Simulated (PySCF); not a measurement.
# HAl(OH) + F₂ → AlF(OH) + HF

Level: PBE0 in the def2-TZVP basis family, all electrons, no relativity, computed in PySCF with density fitting; open shells unrestricted.

| species | state and structure | E (Eh) | ZPE (kJ/mol) | H(298 K) − H(0) (kJ/mol) | S° (J/(mol K)) |
| --- | --- | --- | --- | --- | --- |
| HAl(OH) | doublet, Cs, Al–H 1.604 Å, Al–O 1.702 Å, O–H 0.956 Å; Al–O–H 124.2°, H–Al–O 114.2° | -318.70052 | 49.0 | 11.8 | 252.5 |
| F₂ | singlet, D∞h, F–F 1.376 Å | -199.40856 | 6.6 | 8.7 | 201.9 |
| AlF(OH) | doublet, Cs, Al–F 1.656 Å, Al–O 1.691 Å, O–H 0.958 Å; Al–O–H 123.8°, F–Al–O 121.3° | -417.98554 | 40.1 | 13.2 | 279.4 |
| HF | singlet, C∞v, H–F 0.920 Å | -100.39188 | 24.9 | 8.7 | 173.6 |

What is the electronic reaction energy?

At PBE0/def2-TZVP, ΔE = -704.5 kJ/mol from the differences of the total energies times 2625.5, downhill. 

Add zero-point, thermal and entropy terms for 298.15 K and 1 bar.

ΔZPE = 9.4 and Δ[H(298) − H(0)] = 1.4 kJ/mol give ΔH° = -693.7 kJ/mol. ΔS° = -1.4 J/(mol K), so ΔG° = -693.7 − 298.15 × (-0.0014) = -693 kJ/mol.

Only the bonding shown was studied: isomers, or loss of a ligand pair, can lie lower.
